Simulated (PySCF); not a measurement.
## C₄H₆S: calculation and literature

Bonds (- single, = double, # triple, : aromatic): C1#C2 1.206 Å, C2-S3 1.674 Å, S3-C4 1.819 Å, C4-C5 1.511 Å. C1 carries H6; C4 carries H7, H8; C5 carries H9, H10, H11.

Measured values that the calculation should reproduce: δ ¹³C C1 81.4; C2 72.6 ppm (measured; solution, not stated per compound (mostly CDCl3 or CCl4); Pretsch, Buehlmann, Badertscher, Structure Determination of Organic Compounds, 4th ed. (2009)).

- geometry from PBE0-D3(BJ)/def2-TZVP
- shielding tensors at B97-2/pcSseg-2 (GIAO)
- run in PySCF 2.14
- equivalent nuclei averaged, no solvent model, single conformer, non-relativistic Hamiltonian

**Question.** Set the calculated values beside the experiment.

**Answer.** 
Reference values: measured (solution, not stated per compound (mostly CDCl3 or CCl4); Pretsch, Buehlmann, Badertscher, Structure Determination of Organic Compounds, 4th ed. (2009)).
```json
{"atoms": "C1", "quantity": "δ ¹³C", "reference": "81.4", "computed": "89.3", "computed, scaled": "84.1"}
{"atoms": "C2", "quantity": "δ ¹³C", "reference": "72.6", "computed": "80.3", "computed, scaled": "71.5"}
```

Computed shifts are σ(ref) − σ with the named reference compound (TMS for H and C) calculated as an isolated molecule at the same level. The measured values may be among those fitted. Expected solution values come from regression of measured δ (H and C: mostly CDCl3, vs TMS) on computed σ: ¹³C (scatter 2.0 ppm rms, 2.1 ppm with the 1 outlier that the fit left out, with a fitted term for attached S). A few per cent of atoms miss by over 2 rms, more outside the fitted compound classes.

**Question.** How far are the unscaled ¹³C shifts from the references?

**Answer.** Mean signed difference +7.80 ppm, mean absolute 7.80 ppm over 2 comparisons; the largest is +7.9 ppm at C1 (terminal alkyne carbon).
